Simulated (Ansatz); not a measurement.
Turn this script for Ansatz 0.2.0, Python API into the input file that the command-line program reads.

The script, `chcl3_opt.py`:
```python
import argparse

import ansatz
from ase import Atoms
import numpy as np

parser = argparse.ArgumentParser(description="Relax the CHCl3 molecule.")
parser.add_argument("--basis", default="def2-SVP", help="basis")
parser.add_argument("--xc", default="PBE", help="exchange-correlation functional")
args = parser.parse_args()

atoms = Atoms(["Cl", "C", "Cl", "Cl", "H"], positions=[
    (-0.7965, 1.4765, -0.4539),
    (0.003, 0.0012, 0.1337),
    (-0.8992, -1.425, -0.4261),
    (1.6644, -0.0636, -0.4964),
    (0.0283, 0.0109, 1.2428),
])
geometry = ansatz.Crystal.molecule_from_ase(atoms)

job = geometry.calculation().basis(gaussian=args.basis).functional(args.xc).accuracy("high")
symbols = [site.symbol for site in geometry.cartesian_sites]
start = np.array([site.position_ang for site in geometry.cartesian_sites], dtype=float)
summary = job.relax(force_tolerance=0.005, max_steps=100).run(threads=1).report
end = np.array(summary["positions_ang"])

for key in ("converged", "free_energy_ev", "reference_energy_ev", "n_frozen", "n_occupied", "n_virtual"):
    print(f"{key:22s} {summary[key]}")

print("bond        before    after (A)")
for i, j in [(0, 1), (1, 2), (1, 3), (1, 4)]:
    d0, d1 = (np.linalg.norm(xyz[i] - xyz[j]) for xyz in (start, end))
    print(f"{symbols[i]}{i}-{symbols[j]}{j}".ljust(10), f"{d0:8.4f} {d1:8.4f}")

charges = summary["charge_distribution"]
print("dipole moment", round(4.803205 * float(np.linalg.norm(charges["dipole_moment_e_ang"])), 3), "D")
print("Mulliken:", [(s, round(q, 3)) for s, q in zip(symbols, charges["mulliken_charges_e"])])
with open("chcl3_opt.xyz", "w") as handle:
    handle.write(f"{len(symbols)}\nrelaxed CHCl3\n")
    handle.writelines(f"{s:2s} {x:11.6f} {y:11.6f} {z:11.6f}\n" for s, (x, y, z) in zip(symbols, end))
```

```console
$ python chcl3_opt.py
converged              True
free_energy_ev         -38591.55408826017
reference_energy_ev    -38591.55408826017
n_frozen               0
n_occupied             [29, 29]
n_virtual              [44, 44]
bond        before    after (A)
Cl0-C1       1.7779   1.7846
C1-Cl2       1.7780   1.7846
C1-Cl3       1.7781   1.7846
C1-H4        1.1094   1.1033
dipole moment 1.098 D
Mulliken: [('Cl', -0.052), ('C', 0.01), ('Cl', -0.052), ('Cl', -0.052), ('H', 0.146)]
```

`input.yaml`:
```yaml
crystal:
  periodic: [false, false, false]
  atoms:
    - { symbol: Cl, position_ang: [-0.7965, 1.4765, -0.4539] }
    - { symbol: C, position_ang: [0.003, 0.0012, 0.1337] }
    - { symbol: Cl, position_ang: [-0.8992, -1.425, -0.4261] }
    - { symbol: Cl, position_ang: [1.6644, -0.0636, -0.4964] }
    - { symbol: H, position_ang: [0.0283, 0.0109, 1.2428] }
accuracy: high
basis:
  gaussian:
    orbitals: def2-SVP
hamiltonian:
  xc: pbe
relax:
  f_tol: 0.005
  max_steps: 100
```

Notes:
- These settings explore the input space; basis and method may be short of convergence.
- The end point is the stationary point reached from this start; no frequency run checks that it is a minimum, and the basis set is modest.
- Timing: 16 s on 1 thread of AMD EPYC 9R45 96-Core Processor (Zen 5), on a shared host, peak memory 0.28 GiB.

(A comment or docstring line of the script was reworded after the run, the code is as it ran; lines on the test bed's own set-up are left out of the output.)
